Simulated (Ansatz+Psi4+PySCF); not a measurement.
The numbers below are computed, except where a source is named.
## Psi4 1.11 run

```
molecule {
0 1
S 0.300000 0.300000 0.300000
S -0.165700 -1.229900 1.357000
S -0.389700 1.999800 0.856500
}

set basis cc-pV(T+d)Z
set reference uhf
set scf_type pk
set mp2_type conv
set cc_type conv
set num_frozen_docc 15
energy('mp2')
```

The input is written out from the run's settings.

Results

| Item | Value |
| --- | --- |
| Converged | yes |
| Reference energy | -1192.60670 hartree |
| Correlation energy | -0.53347 hartree |
| Total energy | -1193.14017 hartree |
| Spin squared of the determinant | 0.000 |
| Occupied orbitals by symmetry in an Abelian subgroup (alpha; beta) | 19 Ap 5 App; 19 Ap 5 App |

The reference isn't the lowest determinant (another lies 0.70 eV lower), but the same method gives a higher total on the lower determinant.
